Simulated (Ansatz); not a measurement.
```xyz
10

C     1.3900    0.0000    0.0000
C     0.6950    1.2038    0.0000
C    -0.6950    1.2038    0.0000
C    -1.3900    0.0000    0.0000
C    -0.6950   -1.2038    0.0000
C     0.6950   -1.2038    0.0000
H    -1.2375    2.1434    0.0000
H    -2.4750    0.0000    0.0000
H    -1.2375   -2.1434    0.0000
H     1.2375   -2.1434    0.0000
```

Basis set: def2-TZVP. Charge 0. Computed with Ansatz (development build ahead of 0.2.0); the lowest solution found for each multiplicity.

**Question.** How do the multiplicities compare at this shape? Give, from the lowest of each method, PBE0 (unrestricted) for 1, 3; PBE0 (restricted) for 1, 3; HF (unrestricted) for 1, 3; HF (restricted) for 1, 3.

**Answer.**

| method | multiplicity | E (eV) | <S²> |
| --- | --- | --- | --- |
| PBE0, unrestricted | 1 | 0.000 | 0.69 |
| PBE0, unrestricted | 3 | 0.602 | 2.01 |
| PBE0, restricted | 1 | 0.000 | 0.00 |
| PBE0, restricted | 3 | 0.342 | 2.00 |
| HF, unrestricted | 1 | 0.000 | 1.66 |
| HF, unrestricted | 3 | 0.732 | 2.38 |
| HF, restricted | 1 | 1.328 | 0.00 |
| HF, restricted | 3 | 0.000 | 2.00 |

Caution for PBE0, unrestricted, HF, unrestricted: the unrestricted determinant is spin contaminated. Caution for PBE0, restricted, HF, restricted: an unrestricted determinant lies well below. Caution for HF, unrestricted: the unrestricted determinant is a mixture of spin states.
